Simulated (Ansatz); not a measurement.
MgMe(NH2) (CH₅MgN), relaxed as a singlet with RKS B3LYP-D4/def2-TZVP in Ansatz, starting from the GFN1-xTB geometry. Force threshold 0.02 eV/Å.

Start:

```tsv
atom	x (Å)	y (Å)	z (Å)
Mg1	0.415	-0.292	-0.223
C2	-0.337	1.654	-0.149
H3	0.385	2.442	-0.353
H4	-0.725	1.791	0.863
H5	-1.164	1.749	-0.854
N6	0.198	-2.146	0.233
H7	0.816	-2.402	0.998
H8	0.411	-2.797	-0.515
```

(1) Estimate the energy that the relaxation releases and the steps that it takes.

(2) Does the start keep its bonding?

(3) Predict the relaxed structure.

Answers

(1) 0.22 eV, in 7 steps; 4.5 s on 4 threads of Arm Neoverse V2 on a shared host. No frequencies were taken in this run, so the end may be a saddle point.

(2) By distances, no bond broke or formed. The bond that changes most is Mg1–N6, from 1.92 to 1.90 Å (atoms count from 1).

(3) 
```xyz
8

Mg    0.076   -0.322    0.023
C    -0.396    1.703   -0.131
H     0.477    2.302   -0.407
H    -0.777    2.099    0.814
H    -1.164    1.880   -0.889
N     0.503   -2.164    0.166
H     0.847   -2.639    0.989
H     0.433   -2.858   -0.565
```
Bond lengths: 1 × C–Mg 2.09 Å; 1 × Mg–N 1.90 Å; 3 × C–H 1.09 Å; 2 × H–N 1.01 Å.
